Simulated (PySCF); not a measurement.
**Electronic absorption of methylenecyclopropene**

Species: methylenecyclopropene, C₄H₄.
SMILES: `C=C1C=C1`

Method used: PySCF, TDDFT CAM-B3LYP/aug-cc-pVTZ, vertical, gas phase, core orbitals frozen in the response. Isolated species at its PBE0-D3(BJ)/def2-TZVP geometry, gas phase.

| state | E (eV) | E (hartree) | f | \|μ\| (D) | symmetry | main configurations (H = HOMO, L = LUMO) |
| --- | --- | --- | --- | --- | --- | --- |
| S1 | 4.46 | 0.1637 | 0.014 | 0.90 | B1 or B2 | H→L+1 (98%) |
| S2 | 5.27 | 0.1938 | 0.0070 | 0.59 | B1 or B2 | H→L (68%), H→L+3 (23%) |
| S3 | 5.75 | 0.2114 | 0.029 | 1.15 | B1 or B2 | H→L+3 (64%), H→L (26%) |
| S4 | 5.76 | 0.2118 | 0.0000 | 0.03 | – | H→L+2 (84%), H→L+8 (8%) |
| S5 | 6.00 | 0.2205 | 0.212 | 3.05 | A1 | H→L+5 (95%) |
| S6 | 6.30 | 0.2315 | 0.0000 | 0.04 | – | H-1→L+1 (92%) |
| S7 | 6.35 | 0.2334 | 0.0000 | 0.00 | – | H→L+4 (80%), H→L+16 (9%) |
| S8 | 6.53 | 0.2400 | 0.0000 | 0.03 | – | H→L+6 (78%), H→L+7 (11%) |
| S9 | 6.89 | 0.2533 | 0.0001 | 0.05 | – | H→L+7 (78%), H→L+6 (10%) |
| S10 | 7.27 | 0.2670 | 0.063 | 1.51 | A1 | H→L+9 (92%) |

Triplets, Tamm–Dancoff:

```json
{"state": "T1", "E (eV)": "3.43", "λ (nm)": "361.2", "main configurations (H = HOMO, L = LUMO)": "H→L+1 (89%)"}
{"state": "T2", "E (eV)": "4.58", "λ (nm)": "270.8", "main configurations (H = HOMO, L = LUMO)": "H→L+5 (41%), H→L+14 (37%), H→L+17 (12%)"}
{"state": "T3", "E (eV)": "5.22", "λ (nm)": "237.3", "main configurations (H = HOMO, L = LUMO)": "H→L (61%), H→L+3 (28%)"}
{"state": "T4", "E (eV)": "5.73", "λ (nm)": "216.5", "main configurations (H = HOMO, L = LUMO)": "H→L+3 (57%), H→L (32%)"}
```

The lowest singlet lies at 4.46 eV (278 nm, ultraviolet) and is weak; its leading configuration is HOMO→LUMO+1 (98%). The strongest level in the table is S5 at 6.00 eV (207 nm, f = 0.212). S3/S4 lie within about 0.01 eV of each other. Löwdin shares by element: HOMO carbon 85% (atoms not listed hold the other 15%); LUMO hydrogen 77% or more, carbon 12% or more. The oscillator strengths of these states sum to 0.324; summed over the whole spectrum of an exact calculation they would give the number of electrons, 28 (Thomas–Reiche–Kuhn). The listed states span 2.81 eV, and the widest gap between neighbours is 0.82 eV (S1 to S2). Of the 10 states listed, 4 reach f = 0.01 and 5 stay under 0.0005. Symmetry labels in C2v follow from the direction of the transition dipole and are given only for states with f of 0.002 or more; B1 and B2 swap with the choice of axes. The window holds the lowest 10 singlets.

The run took 41 s on one thread, Arm Neoverse N1 (aarch64), shared host, and the process peaked at 0.98 GiB of memory.
